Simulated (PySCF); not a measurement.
**BCl (SMILES [B]Cl) at 6 levels**

Wanted: a comparison of 6 runs (HF/3-21G, HF/def2-SVP, B3LYP/STO-3G, CAM-B3LYP/cc-pVTZ, MP2/cc-pVTZ, CCSD(T)/6-311G**) of BCl. 

Program for the calculation: PySCF 2.14.0.

### 1 The structure to begin with

BCl has 2 atoms, charge 0, and is taken as a singlet. SMILES: `[B]Cl`. The coordinates come from a PBE0-D4/def2-TZVP relaxation.

Bond lengths: B1–Cl2 1.718 Å.

### 2 Energy and gradient at HF/3-21G (run 1)

File input.py:

```python
import pyscf.grad
from pyscf import gto, scf

molecule = gto.M(
    atom='''
B      0.000000     0.000000    -0.131638
Cl     0.000000     0.000000     3.114628
''',
    charge=0,
    verbose=4,
    max_memory=1860,
    spin=0,
    basis='3-21g',
    unit='bohr',
)

mf = scf.RHF(molecule)
mf.conv_tol = 1e-10
mf.kernel()
if not mf.converged:
    mf = mf.newton().run(mf.mo_coeff, mf.mo_occ)

e_tot = mf.e_tot
print('E(%s) = %.9f' % ('HF', e_tot))
grad = mf.Gradients().kernel()
dip = mf.dip_moment()
pop, q = mf.mulliken_pop()
```

The run is started by

```
$ OMP_NUM_THREADS=1 python input.py
```

The program printed:

```text
PySCF version 2.14.0

[INPUT] num. atoms = 2
[INPUT] num. electrons = 22
[INPUT] charge = 0
[INPUT] spin (= nelec alpha-beta = 2S) = 0
[INPUT] symmetry False subgroup None
[INPUT] Mole.unit = bohr
[INPUT] Symbol           X                Y                Z      unit          X                Y                Z       unit  Magmom
[INPUT]  1 B      0.000000000000   0.000000000000  -0.069659829691 AA    0.000000000000   0.000000000000  -0.131638000000 Bohr   0.0
[INPUT]  2 Cl     0.000000000000   0.000000000000   1.648190158093 AA    0.000000000000   0.000000000000   3.114628000000 Bohr   0.0

nuclear repulsion = 26.1839294746641
number of shells = 12
number of NR pGTOs = 42
number of NR cGTOs = 22
basis = 3-21g
ecp = {}

******** <class 'pyscf.scf.hf.RHF'> ********
method = RHF
initial guess = minao
damping factor = 0
level_shift factor = 0
DIIS = <class 'pyscf.scf.diis.CDIIS'>
diis_start_cycle = 1
diis_space = 8
diis_damp = 0
SCF conv_tol = 1e-10
SCF conv_tol_grad = None
SCF max_cycles = 50
direct_scf = True
direct_scf_tol = 1e-13
Set gradient conv threshold to 1e-05
Initial guess from minao.
init E= -481.562202650432
  HOMO = -0.245322227418325  LUMO = 0.0549795999740254  gap/eV = 8.17163
cycle= 1 E= -481.747091142383  delta_E= -0.185  |g|= 0.236  |ddm|= 1.58
  HOMO = -0.418231191294114  LUMO = 0.0333683752219086  gap/eV = 12.28865
cycle= 2 E= -481.769247192948  delta_E= -0.0222  |g|= 0.104  |ddm|= 0.528
  HOMO = -0.391866025341447  LUMO = 0.0634235516515995  gap/eV = 12.38906
cycle= 3 E= -481.772718078539  delta_E= -0.00347  |g|= 0.0187  |ddm|= 0.14
  HOMO = -0.386877489900969  LUMO = 0.0690154914081468  gap/eV = 12.40548
cycle= 4 E= -481.77295298066  delta_E= -0.000235  |g|= 0.00512  |ddm|= 0.0448
  HOMO = -0.387897497288926  LUMO = 0.0679733966854755  gap/eV = 12.40488
cycle= 5 E= -481.772979502129  delta_E= -2.65e-05  |g|= 0.00107  |ddm|= 0.0198
  HOMO = -0.387787098463311  LUMO = 0.0680259236922592  gap/eV = 12.40330
cycle= 6 E= -481.772980780921  delta_E= -1.28e-06  |g|= 0.00023  |ddm|= 0.00503
  HOMO = -0.387790655111519  LUMO = 0.0680387615726195  gap/eV = 12.40375
cycle= 7 E= -481.772980822089  delta_E= -4.12e-08  |g|= 1.94e-05  |ddm|= 0.000845
  HOMO = -0.387790812797416  LUMO = 0.0680338417046772  gap/eV = 12.40362
cycle= 8 E= -481.77298082232  delta_E= -2.32e-10  |g|= 1.73e-06  |ddm|= 5.18e-05
  HOMO = -0.387790920262075  LUMO = 0.0680340841488018  gap/eV = 12.40363
cycle= 9 E= -481.772980822322  delta_E= -1.25e-12  |g|= 2.02e-07  |ddm|= 3.87e-06
  HOMO = -0.387790829902026  LUMO = 0.0680340886020374  gap/eV = 12.40363
Extra cycle  E= -481.772980822322  delta_E= -1.71e-13  |g|= 5.93e-08  |ddm|= 6.72e-07
converged SCF energy = -481.772980822322
E(HF) = -481.772980822

******** <class 'pyscf.grad.rhf.Gradients'> for <class 'pyscf.scf.hf.RHF'> ********
unit = Eh/Bohr
--------------- RHF gradients ---------------
         x                y                z
0 B    -0.0000000000     0.0000000000     0.0305968215
1 Cl     0.0000000000    -0.0000000000    -0.0305968215
----------------------------------------------
Dipole moment(X, Y, Z, Debye): -0.00000,  0.00000,  0.27386
 ** Mulliken pop  **
pop of  0 B 1s            1.99194
pop of  0 B 2s            0.53667
pop of  0 B 3s            1.36991
pop of  0 B 2px           0.06049
pop of  0 B 2py           0.06049
pop of  0 B 2pz           0.51113
pop of  0 B 3px           0.07254
pop of  0 B 3py           0.07254
pop of  0 B 3pz           0.10759
pop of  1 Cl 1s           1.99863
pop of  1 Cl 2s           1.95997
pop of  1 Cl 3s           1.13774
pop of  1 Cl 4s           0.88115
pop of  1 Cl 2px          1.96976
pop of  1 Cl 2py          1.96976
pop of  1 Cl 2pz          1.96684
pop of  1 Cl 3px          1.03771
pop of  1 Cl 3py          1.03771
pop of  1 Cl 3pz          0.99110
pop of  1 Cl 4px          0.85950
pop of  1 Cl 4py          0.85950
pop of  1 Cl 4pz          0.54735
 ** Mulliken atomic charges  **
charge of    0B =      0.21672
charge of    1Cl =     -0.21672
```

Run time: 0.83 s. Hardware: 1 thread of Arm Neoverse V1, shared host; peak memory 0.12 GiB.

### 3 Energy and gradient at HF/def2-SVP (run 2)

File job.py:

```python
import pyscf.grad
from pyscf import gto

mol = gto.Mole()
mol.atom = '''
B        0.000000       0.000000      -0.069660
Cl       0.000000       0.000000       1.648190
'''
mol.verbose = 4
mol.max_memory = 1860
mol.basis = 'def2-svp'
mol.build()

mf = mol.RHF()
mf.conv_tol = 1e-10
mf.kernel()
if not mf.converged:
    mf = mf.newton().run(mf.mo_coeff, mf.mo_occ)

e_final = mf.e_tot
print('E = %.10f Eh' % e_final)
grad = mf.Gradients().kernel()
mf.analyze()
```

The run is started by

```
$ OMP_NUM_THREADS=1 python job.py
```

The program printed:

```text
PySCF version 2.14.0

[INPUT] num. atoms = 2
[INPUT] num. electrons = 22
[INPUT] charge = 0
[INPUT] spin (= nelec alpha-beta = 2S) = 0
[INPUT] symmetry False subgroup None
[INPUT] Mole.unit = angstrom
[INPUT] Symbol           X                Y                Z      unit          X                Y                Z       unit  Magmom
[INPUT]  1 B      0.000000000000   0.000000000000  -0.069660000000 AA    0.000000000000   0.000000000000  -0.131638321837 Bohr   0.0
[INPUT]  2 Cl     0.000000000000   0.000000000000   1.648190000000 AA    0.000000000000   0.000000000000   3.114627701247 Bohr   0.0

nuclear repulsion = 26.183929288471
number of shells = 14
number of NR pGTOs = 60
number of NR cGTOs = 32
basis = def2-svp
ecp = {}

[... 37 lines left out ...]
converged SCF energy = -483.961727039316
[... 13 lines left out ...]
Two-electron Energy =                  208.837644751529638
[... 5 lines left out ...]
MO #2   energy= -10.60626477409    occ= 2
[... 3 lines left out ...]
MO #6   energy= -7.72230703337793  occ= 2
[... 3 lines left out ...]
MO #10  energy= -0.523585423558496 occ= 2
[... 3 lines left out ...]
MO #14  energy= 0.240237644035202  occ= 0
[... 3 lines left out ...]
MO #18  energy= 0.467536829576063  occ= 0
[... 3 lines left out ...]
MO #22  energy= 0.965544036343831  occ= 0
[... 3 lines left out ...]
MO #26  energy= 1.13235798135551   occ= 0
[... 3 lines left out ...]
MO #30  energy= 1.55797968032948   occ= 0
MO #31  energy= 1.55797968032948   occ= 0
MO #32  energy= 1.85100154550036   occ= 0
 ** Mulliken pop on meta-lowdin orthogonal AOs  **
 ** Mulliken pop  **
pop of  0 B 1s            1.99994
pop of  0 B 2s            1.72159
pop of  0 B 3s            0.02641
pop of  0 B 2px           0.16657
pop of  0 B 2py           0.16657
pop of  0 B 2pz           0.89591
pop of  0 B 3px           0.00002
pop of  0 B 3py           0.00002
pop of  0 B 3pz           0.01408
pop of  0 B 3dxy          0.00000
pop of  0 B 3dyz          0.00278
pop of  0 B 3dz^2         0.01118
pop of  0 B 3dxz          0.00278
pop of  0 B 3dx2-y2       0.00000
pop of  1 Cl 1s           2.00000
pop of  1 Cl 2s           1.99998
pop of  1 Cl 3s           1.78461
pop of  1 Cl 4s           0.00417
pop of  1 Cl 2px          2.00000
pop of  1 Cl 2py          2.00000
pop of  1 Cl 2pz          1.99999
pop of  1 Cl 3px          1.82811
pop of  1 Cl 3py          1.82811
pop of  1 Cl 3pz          1.52886
pop of  1 Cl 4px          0.00007
pop of  1 Cl 4py          0.00007
pop of  1 Cl 4pz          0.00312
pop of  1 Cl 3dxy         0.00000
pop of  1 Cl 3dyz         0.00246
pop of  1 Cl 3dz^2        0.01017
pop of  1 Cl 3dxz         0.00246
pop of  1 Cl 3dx2-y2      0.00000
 ** Mulliken atomic charges  **
charge of    0B =     -0.00785
charge of    1Cl =      0.00785
Dipole moment(X, Y, Z, Debye):  0.00000,  0.00000,  1.53811
```

Wall time 0.95 s (1 thread of Arm Neoverse V1, shared host); peak memory 0.12 GiB.

Runs 3 to 5 aren't shown in full; the table further down has their settings and results.

### 4 A single-point energy at CCSD(T)/6-311G(d,p) (run 6)

File start.xyz:

```xyz
2
BCl
B      0.000000     0.000000    -0.069660
Cl     0.000000     0.000000     1.648190
```

File calc.py:

```python
from pyscf import gto, scf, cc

mol = gto.M(
    atom='start.xyz',
    spin=0,
    verbose=4,
    max_memory=1860,
    basis='6-311g**',
)

hf = scf.RHF(mol)
hf.conv_tol = 1e-10
hf.kernel()
if not hf.converged:
    hf = hf.newton().run(hf.mo_coeff, hf.mo_occ)

mycc = cc.CCSD(hf, frozen=6)
mycc.kernel()
e_t = mycc.ccsd_t()
e_tot = mycc.e_tot + e_t
print('E = %.10f Eh' % e_tot)
hf.analyze()
```

The run is started by

```
$ OMP_NUM_THREADS=1 python calc.py
```

The program printed:

```text
PySCF version 2.14.0

[INPUT] num. atoms = 2
[INPUT] num. electrons = 22
[INPUT] charge = 0
[INPUT] spin (= nelec alpha-beta = 2S) = 0
[INPUT] symmetry False subgroup None
[INPUT] Mole.unit = angstrom
[INPUT] Symbol           X                Y                Z      unit          X                Y                Z       unit  Magmom
[INPUT]  1 B      0.000000000000   0.000000000000  -0.069660000000 AA    0.000000000000   0.000000000000  -0.131638321837 Bohr   0.0
[INPUT]  2 Cl     0.000000000000   0.000000000000   1.648190000000 AA    0.000000000000   0.000000000000   3.114627701247 Bohr   0.0

nuclear repulsion = 26.183929288471
number of shells = 20
number of NR pGTOs = 79
number of NR cGTOs = 44
basis = 6-311g**
ecp = {}

[... 65 lines left out ...]
CCSD converged
[... 8 lines left out ...]
Two-electron Coulomb Energy =          240.296827155774196
[... 6 lines left out ...]
MO #4   energy= -8.07380213214959  occ= 2
[... 4 lines left out ...]
MO #9   energy= -0.52467184736183  occ= 2
[... 4 lines left out ...]
MO #14  energy= 0.202411656306064  occ= 0
[... 4 lines left out ...]
MO #19  energy= 0.474486617721298  occ= 0
[... 4 lines left out ...]
MO #24  energy= 0.961743993242581  occ= 0
[... 4 lines left out ...]
MO #29  energy= 1.229621926676     occ= 0
[... 4 lines left out ...]
MO #34  energy= 2.01715331703195   occ= 0
[... 4 lines left out ...]
MO #39  energy= 10.2670426347171   occ= 0
[... 4 lines left out ...]
MO #44  energy= 219.116753660197   occ= 0
[... 10 lines left out ...]
pop of  0 B 3py           0.00118
pop of  0 B 3pz           0.01185
pop of  0 B 4px           0.00009
pop of  0 B 4py           0.00009
pop of  0 B 4pz           0.00028
pop of  0 B 3dxy          0.00000
pop of  0 B 3dyz          0.00442
pop of  0 B 3dz^2         0.01088
pop of  0 B 3dxz          0.00442
pop of  0 B 3dx2-y2       0.00000
pop of  1 Cl 1s           1.99992
pop of  1 Cl 2s           1.99991
pop of  1 Cl 3s           1.78914
pop of  1 Cl 4s           0.00362
pop of  1 Cl 5s           0.00013
pop of  1 Cl 6s           0.00060
pop of  1 Cl 2px          2.00000
pop of  1 Cl 2py          2.00000
pop of  1 Cl 2pz          1.99999
pop of  1 Cl 3px          1.83557
pop of  1 Cl 3py          1.83557
pop of  1 Cl 3pz          1.51068
pop of  1 Cl 4px          0.00008
pop of  1 Cl 4py          0.00008
pop of  1 Cl 4pz          0.00611
pop of  1 Cl 5px          0.00002
pop of  1 Cl 5py          0.00002
pop of  1 Cl 5pz          0.00016
pop of  1 Cl 6px          0.00006
pop of  1 Cl 6py          0.00006
pop of  1 Cl 6pz          0.00033
pop of  1 Cl 3dxy         0.00000
pop of  1 Cl 3dyz         0.00201
pop of  1 Cl 3dz^2        0.00911
pop of  1 Cl 3dxz         0.00201
pop of  1 Cl 3dx2-y2      0.00000
 ** Mulliken atomic charges  **
charge of    0B =     -0.00481
charge of    1Cl =      0.00481
Dipole moment(X, Y, Z, Debye):  0.00000, -0.00000,  1.14260
```

It took 1.5 s on 1 thread of Arm Neoverse V1, shared host; peak memory 0.13 GiB.

### 5 The series

| run | level | integration grid | frozen core orbitals | energy (Eh) | dipole moment (D) of the reference | HOMO energy (eV) | LUMO energy (eV) | wall time |
| --- | --- | --- | --- | --- | --- | --- | --- | --- |
| 1 | HF/3-21G | – | – | -481.772981 | 0.27 | -10.55 | 1.85 | 0.83 s |
| 2 | HF/def2-SVP | – | – | -483.961727 | 1.54 | -10.24 | 1.96 | 0.95 s |
| 3 | B3LYP/STO-3G | 5 | – | -479.612412 | 0.17 | -4.52 | 1.25 | 1.7 s |
| 4 | CAM-B3LYP/cc-pVTZ | 5 | – | -485.002633 | 1.58 | -8.85 | -0.68 | 9 s |
| 5 | MP2/cc-pVTZ | – | 6 | -484.415488 | 1.42 | -10.34 | 1.76 | 3.3 s |
| 6 | CCSD(T)/6-311G** | – | 6 | -484.379210 | 1.14 | -10.41 | 1.87 | 1.5 s |

### 6 Results

| quantity | value |
| --- | --- |
| run 6: total energy | -484.37921 Eh |
| run 6: dipole moment (Hartree–Fock density) | 1.14 D |
| run 6: HOMO energy (Hartree–Fock orbitals) | -10.41 eV |
| run 6: LUMO energy (Hartree–Fock orbitals) | 1.87 eV |
| run 6: HOMO–LUMO gap (Hartree–Fock orbitals) | 12.28 eV |
| run 6: correlation energy (6 core orbitals frozen) | -238.8 mEh |
| run 6: (T) correction | -8.10 mEh |
| run 6: T1 diagnostic | 0.018 |

What this shows: Over runs 1, 2, 3, 4 the dipole moment (its size) runs from 0.17 D (B3LYP/STO-3G) to 1.58 D (CAM-B3LYP/cc-pVTZ). The two ends differ in method and basis. Over runs 1, 2, 3, 4 the HOMO–LUMO gap runs from 5.77 eV (B3LYP/STO-3G) to 12.40 eV (HF/3-21G). Totals of different functionals can't be ranked against each other. In run 3 the basis is minimal, so the values are rough. All runs together took 17 s, the longest 9 s.
